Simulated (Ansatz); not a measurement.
```yaml
crystal:
  periodic: [false, false, false]
  atoms:
    - {symbol: Al, position_ang: [-1.801100, -0.116667, 0.000000]}
    - {symbol: C, position_ang: [0.031000, 0.233333, 0.000000]}
    - {symbol: Si, position_ang: [1.770100, -0.116667, 0.000000]}
basis:
  gaussian: {orbitals: def2-TZVP}
magnetization: {spin_polarized: true, initial_magnetization: 3}
hamiltonian: {xc: pbe0}
relax: {f_tol: 0.004, max_steps: 80}
```

```sh
$ ansatz run in.yaml --threads 1 --pin off --events-out ev --progress --plain --max-ram 2176MiB
```

Steps of the relaxation (energy above the last step; positions in Å, forces in eV/Å):

```
3
step 1, 33.1 meV
Al   -1.801   -0.117    0.000    0.054    0.090    0.000
C     0.031    0.233    0.000    0.217   -0.229    0.000
Si    1.770   -0.117    0.000   -0.271    0.139    0.000
```

```
3
step 2, 26.6 meV
Al   -1.804   -0.106    0.000    0.014    0.077    0.000
C     0.032    0.212    0.000    0.169   -0.189    0.000
Si    1.772   -0.105    0.000   -0.183    0.112    0.000
```

```
3
step 3, 14.5 meV
Al   -1.850   -0.013    0.000    0.442    0.012    0.000
C     0.035    0.017    0.000    0.218   -0.025    0.000
Si    1.815   -0.004    0.000   -0.660    0.013    0.000
```

```
3
step 5, 0.0 meV
Al   -1.826   -0.005    0.000   -0.004    0.000    0.000
C     0.037    0.000    0.000    0.008    0.000    0.000
Si    1.789    0.004    0.000   -0.003    0.000    0.000
```

```
3
step 6, 0.0 meV
Al   -1.826   -0.005    0.000    0.000    0.000    0.000
C     0.037    0.000    0.000    0.000    0.000    0.000
Si    1.789    0.005    0.000    0.000    0.000    0.000
```

Close pairs at the end: C2–Si3 1.752 Å, Al1–C2 1.863 Å.

A stationary point of unrestricted PBE0 after 6 steps, with ⟨S²⟩ = 3.760 against 3.75 for a pure state; no frequencies were run, so it isn't proven a minimum. 4.6 min on 1 thread of Arm Neoverse V1, shared host.
